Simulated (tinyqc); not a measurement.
Inside a calculation. Method: CCSD on RHF in the sto-3g basis, for H2F+, spin multiplicity 1. One step of it, computed by the program tinyqc.

Task: Iteration 1: diagonalisation and new density. Diagonalise F' = X^T F X, C = X C', fill 5 alpha and 5 beta electrons from the bottom; D = 2 C_occ C_occ^T. Each column has its largest component positive (the first on a tie).

Fock matrix F (hartree), lower triangle:
```
             1F 1s      1F 2s     1F 2px     1F 2py     1F 2pz      2H 1s      3H 1s
1F 1s   -26.495454
1F 2s    -6.783612  -3.523514
1F 2px    0.000000   0.000000  -0.973298
1F 2py    0.000000   0.000000   0.000000  -1.032710
1F 2pz   -0.032645  -0.165610   0.000000   0.000000  -1.035526
2H 1s    -1.311248  -1.328717   0.000000  -0.508215  -0.466086  -0.943986
3H 1s    -1.311248  -1.328717   0.000000   0.508215  -0.466086  -0.551706  -0.943986
```

X:
```
                1          2          3         4          5          6         7
1F 1s   -0.345868   0.000000   0.731574  0.000000  -0.623705   0.000000  0.157668
1F 2s    1.092696   0.000000  -0.267512  0.000000  -0.305022   0.000000  0.423645
1F 2px   0.000000   0.000000   0.000000  1.000000   0.000000   0.000000  0.000000
1F 2py   0.000000  -0.831998   0.000000  0.000000   0.000000   0.730744  0.000000
1F 2pz   0.479039   0.000000   0.675549  0.000000   0.625412   0.000000  0.191446
2H 1s   -0.649690   0.840741  -0.170637  0.000000   0.140082   0.361572  0.384871
3H 1s   -0.649690  -0.840741  -0.170637  0.000000   0.140082  -0.361572  0.384871
```

Give: F' = X^T F X; orbital energies; coefficients C; D after iteration 1.

Result:

F' = X^T F X (hartree), lower triangle:
```
         1       2         3        4         5        6        7
1  -0.7372
2   0.0000  0.1525
3   2.5227  0.0000  -11.6824
4   0.0000  0.0000    0.0000  -0.9733
5  -2.2966  0.0000   11.3032   0.0000  -13.0689
6   0.0000  0.0707    0.0000   0.0000    0.0000  -1.1911
7   0.3992  0.0000   -4.8716   0.0000    5.3372   0.0000  -4.0294
```

orbital energies (hartree): MO1 -26.5064, MO2 -1.9806, MO3 -1.1948, MO4 -1.0496, MO5 -0.9733, MO6 0.0187, MO7 0.1563

coefficients C:
```
            MO1      MO2      MO3      MO4     MO5      MO6      MO7
1F 1s    0.9943  -0.2376   0.0000   0.0837  0.0000  -0.1287   0.0000
1F 2s    0.0249   0.8690   0.0000  -0.3901  0.0000   0.7937   0.0000
1F 2px   0.0000   0.0000   0.0000   0.0000  1.0000   0.0000   0.0000
1F 2py   0.0000   0.0000   0.7733   0.0000  0.0000   0.0000  -0.7926
1F 2pz   0.0035   0.1562   0.0000   0.8829  0.0000   0.5565   0.0000
2H 1s   -0.0050   0.1368   0.3170   0.1540  0.0000  -0.7593   0.8585
3H 1s   -0.0050   0.1368  -0.3170   0.1540  0.0000  -0.7593  -0.8585
```

D after iteration 1, lower triangle:
```
          1F 1s    1F 2s  1F 2px   1F 2py  1F 2pz    2H 1s   3H 1s
1F 1s    2.1042
1F 2s   -0.4288   1.8160
1F 2px   0.0000   0.0000  2.0000
1F 2py   0.0000   0.0000  0.0000   1.1961
1F 2pz   0.0806  -0.4172  0.0000   0.0000  1.6080
2H 1s   -0.0491   0.1175  0.0000   0.4903  0.3146   0.2859
3H 1s   -0.0491   0.1175  0.0000  -0.4903  0.3146  -0.1161  0.2859
```
